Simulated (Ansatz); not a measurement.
Molecule (SMILES): F[CH]F, doublet.
Atoms: C1, F2, F3, H4. Bonds: C1-F2, C1-F3, C1-H4.

How fast the highest harmonic wavenumber converges with the basis for several methods (Ansatz, an electronic-structure program): deviation from each method's own reference, in cm⁻¹. References: B3LYP 3119 cm⁻¹, the value in aug-pcseg-2; HF 3311 cm⁻¹, the value in aug-pcseg-2; PBE 3030 cm⁻¹, the value in aug-pcseg-2. Cartesian d functions, on some or all atoms, in 6-31G**; all else is spherical. Open shells are unrestricted. No added dispersion term, no relativity. Each level at its own minimum, unscaled; the references are large sets that could be run, not limits.

| basis | functions | B3LYP | HF | PBE |
|---|---|---|---|---|
| 6-31G | 29 | 64 | 112 | 58 |
| def2-SVP | 47 | -11 | 35 | -11 |
| 6-31G** | 50 | -9 | 21 | -11 |
| aug-pcseg-1 | 78 | 9 | 38 | 11 |
| def2-TZVP | 99 | -8 | -9 | -7 |
| pcseg-2 | 104 | -1 | -1 | -3 |
| jun-cc-pV(T+d)Z | 131 | -4 | -11 | -3 |
| aug-cc-pVTZ | 161 | -4 | -10 | -3 |

Mean absolute deviation over def2-TZVP, pcseg-2, jun-cc-pV(T+d)Z, aug-cc-pVTZ: PBE 4, B3LYP 4, HF 8 cm⁻¹.
